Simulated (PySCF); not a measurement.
## Which determinant of LiAl lies lowest?

Unrestricted PBE0; Li 3-21G, Al 3-21G; no relativity (PySCF 2.14). Outer shells of the fragments: Li 2s1; Al 3s2 3p1.

Followed along the bond (rough minima from three points):

```tsv
2Ms+1	unpaired	⟨S²⟩ at the start	R at minimum (Å)	Te (eV)
1	none	0.00	2.92	0.00
3	σ ↑, π ↑	2.00	2.66	0.01
1	σ ↑, π ↓	1.01	2.71	0.27
3	π ↑↑	2.00	2.40	0.76
1	π ↑↓	1.00	2.41	0.98
```

Solutions found at the starting distance of 2.480 Å, counted from the lowest of them; the search is not exhaustive and high or unbound solutions are not listed, so other states can lie among these:

```tsv
2Ms+1	unpaired	term	E (eV)	⟨S²⟩	⟨Lz²⟩	μ (D)
3	σ ↑, π ↑	³Π	0.00	2.00	1.00	-4.24
1	none	¹Σ⁺	0.22	0.00	0.00	-3.09
1	σ ↑, π ↓	mixed	0.28	1.01	1.00	-4.37
3	π ↑↑	³Σ⁻	0.72	2.00	0.00	-4.21
1	π ↑↓	mixed	0.94	1.00	2.00	-3.90
3	σ ↑↑	³Σ⁺	1.26	2.00	0.00	5.85
1	none	mixed	1.48	0.00	2.00	-3.11
3	π ↑↑	mixed	3.11	2.00	2.00	2.99
```

A term symbol is given only where ⟨S²⟩ and ⟨Lz²⟩ are close to those of a pure state; real π, δ and φ orbitals otherwise mix terms. A positive dipole means Li(−)Al(+).

Problem. Compare the gap between the two lowest followed solutions at the starting distance with the gap between their minima.

Solution. At PBE0 the second solution (triplet, unpaired electrons σ ↑, π ↑) lies -0.22 eV from the first (singlet, closed shell) at 2.480 Å and +0.01 eV at the minima; the two curves relax by different amounts, since their minima lie near 2.66 and 2.92 Å. A gap this small is a tie at this level.

Counting both spins, an empty level lies below a filled one in some of these solutions, because spin and occupation are held. 3-21G is very small, so such numbers show the basis as much as the molecule.
